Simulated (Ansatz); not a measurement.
**AlF− (quartet): wave-function methods side by side, aug-cc-pVDZ**

The task here is to estimate one member of a computed series from the others.

The runs use Ansatz 0.2.0, Gaussian basis; aug-cc-pVDZ, core rule «outside noble gas», up to 6 orbitals frozen.

Plan: UHF; CCSD(T) on ROHF; CCSD(T) on UHF; BCCD(T) on ROHF; CISD as a restricted active space (open shells left free, so some higher excitations enter); CCSDT(Q) on ROHF; CCSDT(Q) on UHF.

24 further runs of the same task are left out: 10 for a known fault of the program, 4 that didn't finish, 10 set aside as unsound or not needed. Runs told in other sessions of the task aren't counted.

## What is computed

The geometry is a PBE0/def2-TZVPD stationary point (not a proven minimum) of the parent state, kept for this charge and spin.

2 atoms, charge -1, spin multiplicity 4.

Atoms are counted from 1 here; the program's logs count them from 0.

Bond lengths: Al1–F2 1.734 Å.

The first run:

in.yaml

```yaml
crystal:
  periodic: [false, false, false]
  atoms:
    - {symbol: Al, position_ang: [0.000000, 0.000000, 0.000000]}
    - {symbol: F, position_ang: [0.000000, 0.000000, 1.734200]}
basis:
  gaussian: {orbitals: aug-cc-pVDZ}
total_charge: -1
magnetization: {spin_polarized: true, initial_magnetization: 3}
hamiltonian: {xc: hf}
output: {orbitals: {seedname: orbitals}}
```

Command:

```bash
ansatz run in.yaml --threads 1 --pin off --events-out ev --progress --plain --max-ram 2393MiB
```

Among the steps run: UHF; CCSD(T) on ROHF; CCSD(T) on UHF; BCCD(T) on ROHF; CISD as a restricted active space (open shells left free, so some higher excitations enter); CCSDT(Q) on ROHF; CCSDT(Q) on UHF.

One of the session's tables, all rows but one given; the rest of the session is left out.

| method | from UCCSDT(Q) (kcal/mol) |
| --- | --- |
| ROHF | ? |
| UHF | +159.03 |
| RMP2 | +8.12 |
| UMP2 | +8.06 |
| CISD | +12.35 |
| RCCSD | +4.31 |
| UCCSD | +4.30 |
| RCCSD(T) | +0.55 |
| UCCSD(T) | +0.54 |
| BCCD(T) | +0.45 |
| RCCSDT | +0.24 |
| UCCSDT | +0.23 |
| RCCSDT(Q) | +0.08 |
| UCCSDT(Q) | 0 |

Q: Estimate the row for ROHF from the others.

**Answer.** from UCCSDT(Q) (kcal/mol): +159.22. In the column «from UCCSDT(Q) (kcal/mol)» it is the highest.

To keep in mind: Restricted and unrestricted rows rest on different reference determinants; a gap between their highest levels can come from leftover correlation error, from unlike frozen cores or from another state.
